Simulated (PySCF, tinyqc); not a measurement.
RHF in the sto-3g basis, for OH-, spin multiplicity 1, step by step. The basis has no diffuse functions, so it cannot describe the extra electron: this is an exercise in the method, not the real anion. The lowest restricted solution is unstable here: a spin-polarised one lies 0.0001 hartree lower (PySCF). One step of it, computed by the program tinyqc.

Problem. Iteration 3: building the Fock matrix. J_ij = sum D_kl (ij|kl), K_ij = sum D_kl (ik|jl); F = H + J - 0.5 K; E = tr D H + tr D J / 2 - 0.25 tr D K + E_nn.

D after iteration 2:
```
,1O 1s,1O 2s,1O 2px,1O 2py,1O 2pz,2H 1s
1O 1s,2.250365,-0.529504,0.000000,0.000000,0.034974,0.002007
1O 2s,-0.529504,2.247839,0.000000,0.000000,-0.162752,-0.064917
1O 2px,0.000000,0.000000,1.733305,0.000000,0.000000,0.000000
1O 2py,0.000000,0.000000,0.000000,1.733305,0.000000,0.000000
1O 2pz,0.034974,-0.162752,0.000000,0.000000,0.895703,0.446175
2H 1s,0.002007,-0.064917,0.000000,0.000000,0.446175,1.235552
```

core Hamiltonian H = T + V (hartree):
```
,1O 1s,1O 2s,1O 2px,1O 2py,1O 2pz,2H 1s
1O 1s,-31.972325,-7.435610,0.000000,0.000000,-0.006476,-0.507228
1O 2s,-7.435610,-8.600764,0.000000,0.000000,-0.081532,-1.344901
1O 2px,0.000000,0.000000,-6.794273,0.000000,0.000000,0.000000
1O 2py,0.000000,0.000000,0.000000,-6.794273,0.000000,0.000000
1O 2pz,-0.006476,-0.081532,0.000000,0.000000,-6.834353,-1.099731
2H 1s,-0.507228,-1.344901,0.000000,0.000000,-1.099731,-3.310646
```

Two-electron integrals (ij|kl) in chemists' order, unique and non-zero (hartree):
```
i,j,k,l,(ij|kl)
1,1,1,1,4.785065
2,1,1,1,0.741380
2,1,2,1,0.136873
2,2,1,1,1.118947
2,2,2,1,0.256633
2,2,2,2,0.817206
3,1,3,1,0.024477
3,2,3,1,0.037809
3,2,3,2,0.180518
3,3,1,1,1.115814
3,3,2,1,0.256684
3,3,2,2,0.817023
3,3,3,3,0.880159
4,1,4,1,0.024477
4,2,4,1,0.037809
4,2,4,2,0.180518
4,3,4,3,0.047444
4,4,1,1,1.115814
4,4,2,1,0.256684
4,4,2,2,0.817023
4,4,3,3,0.785270
4,4,4,4,0.880159
5,1,5,1,0.024477
5,2,5,1,0.037809
5,2,5,2,0.180518
5,3,5,3,0.047444
5,4,5,4,0.047444
5,5,1,1,1.115814
5,5,2,1,0.256684
5,5,2,2,0.817023
5,5,3,3,0.785270
5,5,4,4,0.785270
5,5,5,5,0.880159
6,1,1,1,0.050651
6,1,2,1,0.009282
6,1,2,2,0.017330
6,1,3,3,0.017302
6,1,4,4,0.017302
6,1,5,1,0.000391
6,1,5,2,0.000744
6,1,5,5,0.017388
6,1,6,1,0.000636
6,2,1,1,0.151234
6,2,2,1,0.035245
6,2,2,2,0.128120
6,2,3,3,0.125855
6,2,4,4,0.125855
6,2,5,1,0.002578
6,2,5,2,0.021747
6,2,5,5,0.132519
6,2,6,1,0.002437
6,2,6,2,0.027388
6,3,3,1,0.003322
6,3,3,2,0.020646
6,3,5,3,0.004260
6,3,6,3,0.003502
6,4,4,1,0.003322
6,4,4,2,0.020646
6,4,5,4,0.004260
6,4,6,4,0.003502
6,5,1,1,0.122243
6,5,2,1,0.028816
6,5,2,2,0.112039
6,5,3,3,0.107363
6,5,4,4,0.107363
6,5,5,1,0.005078
6,5,5,2,0.037793
6,5,5,5,0.121262
6,5,6,1,0.002056
6,5,6,2,0.029224
6,5,6,5,0.034380
6,6,1,1,0.355444
6,6,2,1,0.084096
6,6,2,2,0.352279
6,6,3,3,0.341328
6,6,4,4,0.341328
6,6,5,1,0.006244
6,6,5,2,0.075303
6,6,5,5,0.373912
6,6,6,1,0.005824
6,6,6,2,0.105532
6,6,6,5,0.129636
6,6,6,6,0.774606
```

nuclear repulsion = 2.85655714 hartree

Give: Coulomb J; exchange K; Fock matrix F; total energy of this density.

Solution.

Coulomb J (hartree):
```
,1O 1s,1O 2s,1O 2px,1O 2py,1O 2pz,2H 1s
1O 1s,17.8946,3.3451,0.0000,0.0000,0.0013,0.2272
1O 2s,3.3451,8.1660,0.0000,0.0000,0.0678,1.2920
1O 2px,0.0000,0.0000,8.1670,0.0000,0.0000,0.0000
1O 2py,0.0000,0.0000,0.0000,8.1670,0.0000,0.0000
1O 2pz,0.0013,0.0678,0.0000,0.0000,8.1393,1.1523
2H 1s,0.2272,1.2920,0.0000,0.0000,1.1523,4.0558
```

exchange K (hartree):
```
,1O 1s,1O 2s,1O 2px,1O 2py,1O 2pz,2H 1s
1O 1s,10.3976,1.7466,0.0000,0.0000,0.0028,0.1295
1O 2s,1.7466,2.6974,0.0000,0.0000,-0.0486,0.5183
1O 2px,0.0000,0.0000,2.0766,0.0000,0.0000,0.0000
1O 2py,0.0000,0.0000,0.0000,2.0766,0.0000,0.0000
1O 2pz,0.0028,-0.0486,0.0000,0.0000,1.5195,0.4800
2H 1s,0.1295,0.5183,0.0000,0.0000,0.4800,1.1530
```

Fock matrix F (hartree):
```
,1O 1s,1O 2s,1O 2px,1O 2py,1O 2pz,2H 1s
1O 1s,-19.2765,-4.9638,0.0000,0.0000,-0.0066,-0.3448
1O 2s,-4.9638,-1.7835,0.0000,0.0000,0.0106,-0.3120
1O 2px,0.0000,0.0000,0.3345,0.0000,0.0000,0.0000
1O 2py,0.0000,0.0000,0.0000,0.3345,0.0000,0.0000
1O 2pz,-0.0066,0.0106,0.0000,0.0000,0.5453,-0.1874
2H 1s,-0.3448,-0.3120,0.0000,0.0000,-0.1874,0.1687
```

total energy of this density = -76.325094 hartree

This density is a damped mixture and is not idempotent, and it still holds part of the atomic start, so its energy may lie below the converged one.
